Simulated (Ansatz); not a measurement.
**How far each method lies from full CI for B$_{2}$H, quartet**

Geometry: a point of a bend scan, not a stationary point.

```yaml
atoms:
  - { symbol: B, position_ang: [-0.3722, 0.0000, 0.5919] }
  - { symbol: B, position_ang: [0.3544, 0.0000, -0.7436] }
  - { symbol: H, position_ang: [0.1909, 0.0000, 1.6269] }
```

Basis 6-31G; Ansatz 0.2.0. Only valence electrons are correlated (noble-gas cores frozen), which leaves 7 electrons in 18 orbitals. Prefix R: restricted or restricted open-shell reference; prefix U: unrestricted. Active spaces: valence = (7e, 9o) chosen from the atoms' valence shells; pair = (5e, 5o) about the gap.

Full CI is exact within this basis and frozen core; it isn't the basis-set limit. The frozen core follows each run's orbitals, which can shift R against U totals by a few meV.

For open shells CISD is restricted-active-space CI with the open shells as a complete middle space.

The UHF ⟨S²⟩ is 3.765 and the T1 diagnostic (RCCSD) is 0.0427. The largest doubles amplitude (RCCSD) is 0.091 and the T1 diagnostic (UCCSD) is 0.0340.

| level | E − E(full CI) (kJ/mol) | share of correlation (%) | wall time |
| --- | --- | --- | --- |
| RHF | 242.6 | 0.00 | – |
| UHF | 233.9 | 3.59 | – |
| RMP2 | 71.4 | 70.58 | – |
| UMP2 | 68.6 | 71.73 | – |
| CISD | 15.7 | 93.51 | 0.39 s |
| RCCSD | 8.4 | 96.52 | – |
| UCCSD | 8.2 | 96.63 | – |
| RCCSD(T) | 2.6 | 98.94 | 0.51 s |
| UCCSD(T) | 2.5 | 98.98 | 0.51 s |
| BCCD(T) | 2.7 | 98.90 | 0.45 s |
| RCCSDT | 0.5 | 99.78 | – |
| UCCSDT | 0.5 | 99.80 | – |
| RCCSDT(Q) | 0.1 | 99.95 | 1.8 s |
| UCCSDT(Q) | 0.1 | 99.97 | 1.7 s |
| RCCSDTQ | 0.0 | 99.99 | 13 s |
| UCCSDTQ | 0.0 | 100.01 | 13 s |
| CASSCF (pair space) | 200.8 | 17.24 | – |
| NEVPT2 (pair space) | 68.9 | 71.59 | 0.18 s |
| MRCISD (pair space) | 14.8 | 93.91 | – |
| MRCISD+Q (pair space) | 2.0 | 99.16 | 0.48 s |
| CASSCF (valence space) | 69.3 | 71.43 | – |
| NEVPT2 (valence space) | 20.4 | 91.60 | 1.6 s |
| MRCISD (valence space) | 1.7 | 99.31 | – |
| MRCISD+Q (valence space) | 0.5 | 99.79 | 2.9 s |

The correlation energy at full CI, counted from RHF, is -2.515 eV. That run took 4.6 s on 1 thread of Arm Neoverse V1, shared host over 658,896 determinants.

Times hold each run's SCF and search for its determinant on a shared host, so for small cases they say little of a method's own cost; they ran on 1 thread of Arm Neoverse V1.

The full-CI state has the irrep A'' of Cs, in the program's axes.

Natural occupations of full CI about the gap: 1.962 1.948 0.995 0.979 0.978 0.045 0.033 0.018 0.016 0.006; effectively unpaired electrons, Σ n²(2−n)², 3.03.
